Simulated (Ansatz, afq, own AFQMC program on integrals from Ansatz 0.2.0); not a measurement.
Two steps: Ansatz 0.2.0 writes the Fock matrix and Cholesky factors of the valence space, and afq projects on them the lowest state that overlaps trial and start.

```yaml
crystal:
  periodic: [false, false, false]
  atoms:
    - {symbol: Al, position_ang: [0.031977, -0.054192, 0.000111]}
    - {symbol: H, position_ang: [1.617753, -0.039141, 0.000028]}
    - {symbol: H, position_ang: [-1.725876, 2.924834, -0.005975]}
    - {symbol: H, position_ang: [-0.747876, -1.435037, 0.002984]}
basis:
  gaussian: {orbitals: cc-pVDZ}
magnetization: {spin_polarized: false}
correlation: {method: ccsd_t, electrons: outside_noble_gas, hamiltonian_folder: ham}
```

```sh
$ ansatz run in.yaml --threads 1 --pin off --events-out ev --progress --plain --max-ram 16896MiB --backend cuda --devices 0, --max-vram 18GiB
```

Options of the walk:

```
--method phaseless --trial cisd --walkers 4000 --populations 20 --least-time 60 --time-step 0.005 --steps-per-block 50 --equilibration-blocks 40 --max-blocks 4000 --target-error 0.00029 --factor-cut 1e-05 --seed 6506 --release-times 0.24,0.51,0.99,1.62,2.4 --release-step 0.03 --release-every 3 --taylor-order 6
```

Times are imaginary, in 1/Eh. The walk had a cap of 122 s. With eight or more populations the least sampling time is a fifth of least-time, and the error comes from their spread.

Output of the walk:

```
orbitals 28  electrons 3 3  factors 187 of 309
reference energy -243.46012812 Eh
CCSD correlation -0.14464526 Eh in 12 cycles, weight of the determinant in the CISD state 0.7120
energy of the start -243.604768 Eh
 block  time / (1/Eh)  mean weight  energy / Eh
     1     0.250  0.9998  -243.603395
     2     0.500  1.0000  -243.603322
     3     0.750  0.9998  -243.603760
     4     1.000  0.9998  -243.604324
     5     1.250  0.9998  -243.604941
     7     1.750  1.0000  -243.605661
     9     2.250  1.0000  -243.606856
    11     2.750  0.9998  -243.607398
    15     3.750  0.9999  -243.608510
    19     4.750  1.0000  -243.608949
    23     5.750  1.0000  -243.609200
    27     6.750  1.0000  -243.609630
    31     7.750  1.0001  -243.609397
    35     8.750  1.0001  -243.609777
    39     9.750  1.0001  -243.609295
    43    10.750  1.0002  -243.609527
    47    11.750  0.9998  -243.610198
    51    12.750  1.0001  -243.609984
    55    13.750  1.0000  -243.609575
    59    14.750  1.0000  -243.610282
    63    15.750  1.0000  -243.609331
    67    16.750  0.9999  -243.611424
    71    17.750  1.0002  -243.609754
    75    18.750  1.0001  -243.609949
    79    19.750  1.0001  -243.609970
    83    20.750  1.0000  -243.610190
    87    21.750  1.0000  -243.610058
    89    22.250  0.9999  -243.610821
error from the spread of 20 populations
released: time / (1/Eh)  energy / Eh  error  mean overlap
  0.24  -243.610377  0.000251  1.0027
  0.51  -243.609609  0.000652  1.0003
  0.99  -243.610179  0.000322  0.9968
  1.62  -243.610477  0.000106  0.9921
  2.40  -243.612038  0.001420  0.9991
energy -243.610038 +/- 0.000167 Eh
(rows thinned)
```

The run passed its tests (sampling time, drift between the halves within three errors, error under three times the target), which doesn't prove that it has relaxed.

Against this walk (error 4.5 meV) on the same determinant: CCSD(T) 40.1 meV lower, CCSDT(Q) 52.8 meV lower, CCSDTQ 51.6 meV lower, full CI 51.5 meV lower. The error is statistical and leaves out the bias of the constraint. The released energies have errors that jump between times, so the bars are unsure (meV from the phaseless value at times in 1/Eh: -9 ± 7 at 0.24, 12 ± 18 at 0.51, -4 ± 9 at 0.99, -12 ± 3 at 1.62, -54 ± 39 at 2.40), so they give no level. Full CI is exact here, so the walk's 52 meV above it is the walk's own error: the bias of the constraint with this trial. The determinant is a poor start (see the cautions), so the low cluster orders aren't to be relied on, and full CI is the sure value.

Cautions: constraint bias not in the error; restricted determinant unstable towards unrestricted (UHF 1.83 eV lower, ⟨S²⟩ 0.94); strong correlation (T1 0.077, weight of the determinant 0.71, largest double 0.53); the CCSD(T) amplitudes may be one of several solutions (largest double 0.53); the CCSDT(Q) amplitudes may be one of several solutions (largest double 0.57); the CCSDTQ amplitudes may be one of several solutions (largest double 0.57).

The walk took 38 s on 1 × NVIDIA H100 80GB HBM3 with 2 threads of AMD EPYC 7R13 Processor (Zen 3) (shared host) (the card was shared). The log's last line is the phaseless energy.

CCSDT and higher add their correlation energy to the determinant of the CCSD(T) run, since their own runs factorise the integrals more tightly (a shift of under 2 meV). A walk keeps the symmetry of its determinant, which the program's search chose and which needn't be the lowest solution, so a lower state of the same spin and another symmetry isn't excluded.
